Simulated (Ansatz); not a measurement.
## Worked example: correlation energy of H2Ge–B⁺, triplet

Geometry: that of the H2Ge–B, quartet, kept fixed.

```xyz
4

Ge    0.0000    0.0000    0.2232
B     0.0000    0.0000   -1.7074
H     0.0000    1.2593    1.1123
H     0.0000   -1.2593    1.1123
```

Basis cc-pVDZ; Ansatz 0.2.0. Only valence electrons are correlated (noble-gas cores and the filled d shells of p-block atoms frozen), which leaves 8 electrons in 36 orbitals. Prefix R: restricted or restricted open-shell reference; prefix U: unrestricted. No spin–orbit coupling is included, and no scalar relativity.

Full CI isn't at hand for all of this; UCCSDTQ serves as the reference, and is uncertain by about the last step of the cluster series.

Runs differ by some tens of microhartree through their thresholds and, for an open shell, their frozen cores, so steps under 0.03 kcal/mol mean nothing.

```json
{"level": "UHF", "total energy (hartree)": "-2100.765708"}
{"level": "UMP2", "total energy (hartree)": "-2100.871021"}
{"level": "UCCSD", "total energy (hartree)": "-2100.904008"}
{"level": "UCCSD(T)", "total energy (hartree)": "-2100.908134"}
{"level": "UCCSDT", "total energy (hartree)": "-2100.909526"}
{"level": "UCCSDT(Q)", "total energy (hartree)": "-2100.909728"}
{"level": "UCCSDTQ", "total energy (hartree)": "-2100.909766"}
```

**Question.** What is the correlation energy at UCCSDTQ, and what share of it do UMP2 and UCCSDT recover?

**Answer.** E(corr) = -2100.909766 − (-2100.765708) = -0.144058 hartree = -3.920 eV. UMP2: -0.105313 / -0.144058 = 73.10 %. UCCSDT: -0.143818 / -0.144058 = 99.83 %.

**Question.** By how many kcal/mol does UCCSD(T) miss UCCSDTQ (1 hartree = 627.509 kcal/mol), and which steps make up the rest?

**Answer.** -2100.908134 − (-2100.909766) = 0.001632 hartree = 1.02 kcal/mol. Steps: UCCSDT − UCCSD(T) = -0.87, UCCSDT(Q) − UCCSDT = -0.13, UCCSDTQ − UCCSDT(Q) = -0.02 kcal/mol. Differences between like states or geometries often cancel part of this.
